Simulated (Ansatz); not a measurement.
**SiP+ (triplet): wave-function methods side by side at distance Si1–P2 = 3.504 Å, 6-31G**

How much of the correlation energy of SiP+ (triplet) does each wave-function method recover here?

Program: Ansatz 0.2.0, Gaussian basis. Level of theory: 6-31G, core rule «outside noble gas», up to 10 orbitals frozen. These are calculated values, not measurements.

To be run: UHF; CCSD(T) on ROHF; CCSD(T) on UHF; BCCD(T) on ROHF; CISD; CCSDT(Q) on ROHF; CCSDT(Q) on UHF; CISDTQ; CCSDTQ on ROHF; CCSDTQ on UHF; CASSCF and MRCISD+Q, 4 electrons in 4 orbitals; CASSCF and NEVPT2, 4 electrons in 4 orbitals; CASSCF and MRCISD+Q, 8 electrons in 8 orbitals; CASSCF and NEVPT2, 8 electrons in 8 orbitals; Full CI.

20 further runs of the same task are left out: 2 for a known fault of the program, 17 that didn't finish, 1 set aside as unsound or not needed.

### Step 1. The system

The geometry derives from a PBE0/def2-TZVP stationary point (not a proven minimum). One bond is set to the value named and the two fragments are kept rigid.

2 atoms, charge 1, spin multiplicity 3.

Atoms are counted from 1 here; the program's logs count them from 0.

No contacts short enough for the rule that draws bonds.

Geometry (Å):

```tsv
atom	x (Å)	y (Å)	z (Å)
Si1	0.0000	0.0000	0.0000
P2	0.0000	0.0000	3.5040
```

### Step 2. UHF

Contents of in.yaml:

```yaml
crystal:
  periodic: [false, false, false]
  atoms:
    - {symbol: Si, position_ang: [0.000000, 0.000000, 0.000000]}
    - {symbol: P, position_ang: [0.000000, 0.000000, 3.504000]}
basis:
  gaussian: {orbitals: 6-31G}
total_charge: 1
magnetization: {spin_polarized: true, initial_magnetization: 2}
hamiltonian: {xc: hf}
output: {orbitals: {seedname: orbitals}}
```

Launch:

```bash
$ ansatz run in.yaml --threads 1 --pin off --events-out ev --progress --plain --max-ram 2393MiB
```

The runs that follow: CCSD(T) on ROHF; CCSD(T) on UHF; BCCD(T) on ROHF; CISD; CCSDT(Q) on ROHF; CCSDT(Q) on UHF; CISDTQ; CCSDTQ on ROHF; CCSDTQ on UHF; CASSCF and MRCISD+Q, 4 electrons in 4 orbitals; CASSCF and NEVPT2, 4 electrons in 4 orbitals; CASSCF and MRCISD+Q, 8 electrons in 8 orbitals; CASSCF and NEVPT2, 8 electrons in 8 orbitals; Full CI.

Before running them: what should the planned runs give, taken together? Wanted: FCI below the RHF energy; RMP2 from FCI; UMP2 from FCI; RCCSD from FCI; RCCSD(T) from FCI; UCCSD(T) from FCI; RCCSDT(Q) from FCI; UCCSDT(Q) from FCI; NEVPT2 pair from FCI.

As calculated:

| quantity | value |
| --- | --- |
| FCI below the RHF energy | -3.0457 eV |
| RMP2 from FCI | +131.5 kJ/mol |
| UMP2 from FCI | +66.3 kJ/mol |
| RCCSD from FCI | +10.4 kJ/mol |
| RCCSD(T) from FCI | +2.5 kJ/mol |
| UCCSD(T) from FCI | +2.8 kJ/mol |
| RCCSDT(Q) from FCI | 0.0 kJ/mol |
| UCCSDT(Q) from FCI | +0.1 kJ/mol |
| NEVPT2 pair from FCI | +52.8 kJ/mol |
| NEVPT2 valence from FCI | +21.4 kJ/mol |
| MRCISD+Q valence from FCI | +1.3 kJ/mol |
| levels within 1 kcal/mol (43 meV) | RCCSD(T), UCCSD(T), BCCD(T), RCCSDT, UCCSDT, CISDTQ, RCCSDT(Q), UCCSDT(Q), RCCSDTQ, UCCSDTQ, MRCISD valence, MRCISD+Q valence |
| T1 diagnostic | 0.114 |
| effectively unpaired electrons | 2.93 |

**Reading.** RCCSD(T) lands +2.5 kJ/mol from the yardstick (0.8 % of the correlation energy). With 2.9 effectively unpaired electrons against 2 the state is strongly multireference. Coupled cluster on one determinant still stays close here. Of the multireference levels listed MRCISD+Q valence comes nearest in total energy (+1.3 kJ/mol), which doesn't show that its space is the better one. Coupled cluster took another determinant than the lowest Hartree-Fock one. These misses are within one basis, not against nature; the frozen cores of restricted and unrestricted runs differ, which can shift their rows.
